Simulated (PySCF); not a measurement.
Electronic absorption of [C6H5]+

Species: C6H5 (charge +1).
Structure used (PBE0-D3(BJ)/def2-SVP), in Å, numbered top down from 1:
```
atom  x, y, z in Å
C1    -1.8630    1.0489    1.5035
C2    -1.4190    0.2657    0.6969
C3    -0.8392   -0.6625   -0.2700
C4     0.5996   -0.3403   -0.2776
C5     1.8579   -0.4901    0.2507
C6     1.6437    0.4329   -0.7216
H7    -2.2857    1.7360    2.2183
H8    -1.2667   -0.5121   -1.2749
H9    -0.9935   -1.7097    0.0366
H10    2.5436   -0.9820    0.9447
H11    2.0331    1.2184   -1.3735
```

Method used: TDDFT CAM-B3LYP/def2-SVPD, vertical, gas phase, core orbitals frozen in the response (PySCF).

Problem. List the vertical singlet excitations with oscillator strengths and describe the spectrum.

Solution. 

| state | E (eV) | E (kJ/mol) | λ (nm) | f | main configurations (H = HOMO, L = LUMO) |
| --- | --- | --- | --- | --- | --- |
| S1 | 4.68 | 451 | 265.1 | 0.0006 | H→L+1 (97%) |
| S2 | 4.99 | 481 | 248.6 | 0.054 | H-1→L+1 (89%), H→L (8%) |
| S3 | 5.28 | 510 | 234.7 | 0.0029 | H-1→L (86%), H→L (12%) |
| S4 | 5.30 | 511 | 234.1 | 0.023 | H→L (79%), H-1→L (12%) |
| S5 | 6.84 | 660 | 181.3 | 0.0002 | H-1→L+5 (51%), H→L+6 (23%) |
| S6 | 7.00 | 676 | 177.0 | 0.0001 | H-2→L+1 (56%), H-1→L+5 (23%) |
| S7 | 7.12 | 687 | 174.2 | 0.011 | H→L+5 (41%), H-1→L+6 (34%) |
| S8 | 7.19 | 694 | 172.5 | 0.0016 | H→L+6 (41%), H-2→L+1 (20%), H-1→L+5 (10%) |
| S9 | 7.21 | 696 | 172.0 | 0.0007 | H-2→L (85%) |
| S10 | 7.59 | 732 | 163.4 | 0.0001 | H-4→L (46%), H-3→L (37%), H-2→L+1 (10%) |

Triplets, Tamm–Dancoff:

| state | E (eV) | λ (nm) | main configurations (H = HOMO, L = LUMO) |
| --- | --- | --- | --- |
| T1 | 4.38 | 282.9 | H-1→L+1 (87%) |
| T2 | 4.51 | 274.8 | H→L+1 (93%) |
| T3 | 5.15 | 240.6 | H-1→L (92%) |
| T4 | 5.16 | 240.2 | H→L (84%), H→L+5 (10%) |

The lowest singlet comes at 265 nm (451 kJ/mol) in the ultraviolet; it is very weak; its leading configuration is HOMO→LUMO+1 (97%). The strongest level in the table is S2 at 4.99 eV (249 nm, f = 0.054). Löwdin shares by element: HOMO carbon 91% or more; LUMO carbon 89% or more, hydrogen 5% or more. Weighted by f, the mean energy of these states is 5.38 eV. Of the 10 states listed, 3 reach f = 0.01 and 3 stay under 0.0005. The listed states span 2.91 eV, and the widest gap between neighbours is 1.54 eV (S4 to S5). All these states lie below the vertical ionisation energy of 14.78 eV (ΔSCF). The window holds the lowest 10 singlets.

One conformer stands for the species.
